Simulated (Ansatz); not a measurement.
Structure relaxation of Cu₂Cl

Method: DFT PBE, scalar-relativistic, plane waves, PAW in Ansatz 0.2.0. Cutoff 420 eV, Γ-centred k mesh, Gaussian smearing, no spin polarisation in the final step.

Cu₂Cl was placed on the marcasite structure type (Pnnm, No. 58), with Cl in place of Fe, Cu in place of S, at a guessed volume.

```yaml
crystal:
  lattice:
    - [4.65750, 0.00000, 0.00000]
    - [0.00000, 5.68444, 0.00000]
    - [0.00000, 0.00000, 3.54861]
  atoms:
    - { symbol: Cu, position: [0.20040, 0.37870, 0.00000] }
    - { symbol: Cu, position: [0.79960, 0.62130, 0.00000] }
    - { symbol: Cu, position: [0.70040, 0.12130, 0.50000] }
    - { symbol: Cu, position: [0.29960, 0.87870, 0.50000] }
    - { symbol: Cl, position: [0.00000, 0.00000, 0.00000] }
    - { symbol: Cl, position: [0.50000, 0.50000, 0.50000] }
```

Steps on the 4×4×6 mesh (6 atoms). 12 of 18 steps are shown, and the free energy counts from the last. Trial steps that were taken back and renewals of the plane-wave basis can be among the rows.

```
step  ΔF (meV/atom) V (Å³/atom) P (GPa) largest force component (eV/Å)
   1          145.2        15.66     9.58                           0.336
   3           78.1        17.68     0.73                           0.133
   4           64.8        18.17    -1.28                           0.119
   6           35.6        17.64    -2.42                           0.049
   7           28.4        16.63     0.35                           0.046
   9           27.2        16.83    -0.13                           0.049
  10           26.8        16.82    -0.03                           0.008
  12           12.9        16.96     0.60                           0.019
  13            6.7        17.10    -0.13                           0.081
  15            1.0        16.82     0.19                           0.008
  16            0.3        16.82     0.31                           0.007
  18            0.0        16.87     0.01                           0.004
```

A final relaxation ran on a 8×6×12 mesh. The relaxed crystal, Pnnm (No. 58):

Space group Pnnm (No. 58). a = 5.593 Å, b = 6.103 Å, c = 2.964 Å, α = 90.00°, β = 90.00°, γ = 90.00°
| atom | site | symmetry | x | y | z |
| --- | --- | --- | --- | --- | --- |
| Cu | 4g | ..m | 0.4062 | 0.1757 | 0.0000 |
| Cl | 2a | ..2/m | 0.0000 | 0.0000 | 0.0000 |

```
Volume per atom          : 16.86 Å³
Density                  : 5.33 g/cm³
Energy over the elements : 0.37 eV/atom
Gap on the 8×6×12 mesh   : 0 eV (a metal)
```

Energies over the elements count from the elements' standard structures at the same level (Cl₂ as a molecule), with no empirical corrections.

The final run used a 8×6×12 mesh on its 6-atom cell and 0.10 eV smearing. For metals, differences of a few meV/atom aren't resolved.

A structure relaxed within its symmetry needn't be a true minimum.

Cost: 3 runs of about 6.9 core-minutes in all, on Arm Neoverse V2 (shared hosts).